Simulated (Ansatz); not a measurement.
**H2O2 (hydrogen peroxide): the energy, rung by rung**

The species is H2O2 (4 atoms), meant as a singlet with charge 0. As SMILES, `OO`. The shape was relaxed beforehand at PBE0/def2-SVP.

```xyz
4

O    -0.4773   -0.5794    0.0187
O     0.0606    0.7193    0.2069
H     0.1776   -1.1201    0.4813
H     0.2391    0.9803   -0.7070
```

Each level gives the adiabatic electron affinity (to the doublet anion, shapes relaxed at PBE0/def2-SVP, no zero-point term) (eV). The values are calculated.

The electron affinity is E(neutral) − E(anion): positive where the electron is bound.

| level | kind | program | value (eV) | CPU time (all runs) |
| --- | --- | --- | --- | --- |
| HF/def2-TZVPP | Hartree–Fock | Ansatz | -3.17 | 0.83 s |
| BLYP/def2-TZVPP | GGA | Ansatz | -2.04 | 3.5 s |
| PBE/def2-TZVPP | GGA | Ansatz | -1.96 | 3.4 s |
| r2SCAN/def2-TZVPP | meta-GGA | Ansatz | -2.03 | 6.8 s |
| B3LYP/def2-TZVPP | global hybrid | Ansatz | -2.07 | 2.3 s |
| CAM-B3LYP/def2-TZVPP | range-separated hybrid | Ansatz | -2.14 | 2.6 s |
| RPA@PBE/def2-TZVPP | RPA | Ansatz | -2.14 | 5.4 s |
| MP2/def2-TZVPP | perturbation theory | Ansatz | -2.37 | 1.4 s |

The values span -3.17 to -1.96 eV. Negative values mean that the anion is unbound at that level; they are set by how diffuse the basis is and aren't properties of the molecule, whose anion may well be bound. In so small a basis fixed costs decide the times, and correlated methods can beat functionals. Times are those of the runs behind each value, whatever else they computed, on shared processors of several kinds: orders of magnitude only.
